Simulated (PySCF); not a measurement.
# Electronic absorption of 2-methylthiazole

Species: 2-methylthiazole, C₄H₅NS.
SMILES with atom numbers: `[CH3:1][c:2]1[n:3][cH:4][cH:5][s:6]1` (hydrogens: H7, H8, H9 on C1; H10 on C4; H11 on C5)

The calculation used TDDFT CAM-B3LYP/def2-SVPD, vertical, gas phase, core orbitals frozen in the response (PySCF 2.14.0, density-fitted response routines). Geometry: PBE0-D3(BJ)/def2-SVP; no solvent, vibrations or thermal averaging.

```tsv
state	λ (nm)	E (eV)	f	main configurations (H = HOMO, L = LUMO)
S1	223.0	5.56	0.0019	H-1→L (95%)
S2	222.0	5.59	0.110	H→L (92%)
S3	205.8	6.02	0.0009	H→L+1 (77%), H→L+4 (9%)
S4	194.2	6.38	0.045	H-2→L (80%), H→L+5 (12%)
S5	184.2	6.73	0.0013	H→L+2 (82%), H→L+3 (10%)
S6	177.7	6.98	0.0008	H-2→L+1 (70%), H-2→L+4 (10%)
S7	169.5	7.31	0.032	H→L+3 (41%), H→L+4 (15%), H→L+5 (12%)
S8	169.1	7.33	0.055	H-1→L+1 (26%), H→L+5 (23%), H→L+4 (18%)
S9	168.3	7.37	0.0083	H-1→L+5 (67%), H-1→L+6 (18%)
S10	164.5	7.54	0.0003	H→L+4 (37%), H→L+3 (29%), H→L+7 (11%)
```

Triplets, Tamm–Dancoff:

| state | E (eV) | λ (nm) | main configurations (H = HOMO, L = LUMO) |
| --- | --- | --- | --- |
| T1 | 3.73 | 332.8 | H→L (92%) |
| T2 | 5.09 | 243.7 | H-1→L (86%) |
| T3 | 5.16 | 240.4 | H-2→L (90%) |
| T4 | 5.62 | 220.7 | H→L+5 (60%), H→L+6 (17%) |

The lowest singlet lies at 5.56 eV (223 nm, ultraviolet) and is very weak; its leading configuration is HOMO-1→LUMO (95%). The most intense listed level is S2 at 5.59 eV (222 nm, f = 0.110), 0.03 eV above S1. Löwdin shares by element: HOMO carbon 67% or more, sulfur 14% (atoms not listed hold the other 19%); LUMO carbon 40% or more, sulfur 24%, nitrogen 13% (atoms not listed hold the other 23%). The listed states span 1.98 eV, and the widest gap between neighbours is 0.44 eV (S2 to S3). The oscillator strengths of these states sum to 0.255; summed over the whole spectrum of an exact calculation they would give the number of electrons, 52 (Thomas–Reiche–Kuhn). Weighted by f, the mean energy of these states is 6.39 eV. All these states lie below the vertical ionisation energy of 9.08 eV (ΔSCF). The window holds the lowest 10 singlets.

Hardware: Intel Xeon Platinum 8375C at 2.90 GHz, one thread, shared host with 96 logical CPUs at a one-minute load of 43. Cost: 65 s wall, 0.90 GiB resident at most.
